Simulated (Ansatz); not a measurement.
Ansatz (an electronic-structure program) input (CCSD(T)/6-31G*):

Ansatz 0.2 input:
```yaml
crystal:
  periodic: [false, false, false]
  atoms:
    - {symbol: C, position_ang: [-0.30533261, -1.70728978, 0.02202826]}
    - {symbol: C, position_ang: [0.49586612, -0.60667486, -0.00020802]}
    - {symbol: C, position_ang: [-0.03560035, 0.72219420, -0.00712747]}
    - {symbol: H, position_ang: [0.36628103, -2.59455723, 0.02243663]}
    - {symbol: H, position_ang: [1.59772456, -0.59297275, -0.01500254]}
    - {symbol: N, position_ang: [-0.41337207, 1.81973609, -0.01365582]}
basis:
  gaussian:
    orbitals: 6-31G*
total_charge: -1
magnetization: {spin_polarized: false}
correlation: {method: ccsd_t, electrons: outside_noble_gas}
```

End of the output:

```
integrals: 0.04 GiB planned
633 factors; integrals over basis functions are off by at most 8.7e-4 eV
mean field: 0.13 GiB planned
mean field evaluation 1: about -4598.6952 eV, gradient 3.3e1 eV
mean field evaluation 2: about -4598.7000 eV, gradient 3.3e1 eV
mean field evaluation 4: about -4601.9244 eV, gradient 4.3e0 eV
mean field evaluation 8: about -4602.0204 eV, gradient 2.4e-1 eV
mean field evaluation 16: about -4601.9969 eV, gradient 1.9e0 eV
mean field -4602.02107936 eV, -169.1211553045 hartree, gradient 4.0e-6 eV, S^2 0.000000; 0 other end points of the search recorded, 0 dependent functions left out
4 core orbitals not correlated
reference -4602.02107936 eV, -169.1211553045 hartree; 10, 10 occupied and 50, 50 virtual orbitals, 633 factors
second order -14.27046095 eV of doubles, -0.00000000 eV of singles
coupled cluster: 0.14 GiB planned
cycle   1  -14.28463221 eV  change   -1.4e-2 eV  update   1.1e-1
cycle   2  -14.78537501 eV  change   -5.0e-1 eV  update   3.5e-2
cycle   3  -14.90824489 eV  change   -1.2e-1 eV  update   1.9e-2
cycle   4  -14.90706877 eV  change    1.2e-3 eV  update   5.9e-3
cycle   5  -14.90835063 eV  change   -1.3e-3 eV  update   2.9e-3
cycle   6  -14.90802502 eV  change    3.3e-4 eV  update   8.6e-4
cycle   7  -14.90757151 eV  change    4.5e-4 eV  update   4.0e-4
cycle   8  -14.90752442 eV  change    4.7e-5 eV  update   1.3e-4
cycle   9  -14.90750029 eV  change    2.4e-5 eV  update   5.1e-5
cycle  10  -14.90746913 eV  change    3.1e-5 eV  update   2.1e-5
cycle  11  -14.90748077 eV  change   -1.2e-5 eV  update   1.0e-5
perturbative correction -0.64665745 eV, -0.0237642230 hartree
Total energy: -4617.57521758 eV, -169.6927593413 hartree
```

It need not be the lowest isomer of its formula. Whether it binds its extra electron was not tested at this geometry.
